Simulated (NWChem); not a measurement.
**Correlation energy of O (+1)**

```xyz
1

O      0.0000     0.0000     0.0000
```
Charge +1, spin multiplicity 4.

Everything below was run with NWChem.

Basis set: def2-QZVP. Each correlation energy counts from its own Hartree-Fock reference.

The correlated methods keep 1 core orbital frozen. The stability of the SCF solutions was not checked. Open-shell Hartree-Fock references start from PBE0 orbitals. No row is a measurement; the coupled-cluster row has its own basis-set and correlation limits.

### Question
For the correlation energy, SCS-UMP2 gives -100.2 mHa and CCSD[T] on UHF gives -121.8 mHa. What do CCSD(T) on ROHF, CCSD[T] on ROHF, CCSD on UHF give?

### Answer
CCSD(T) on ROHF: -126.1 mHa; CCSD[T] on ROHF: -126.1 mHa; CCSD on UHF: -119.8 mHa.
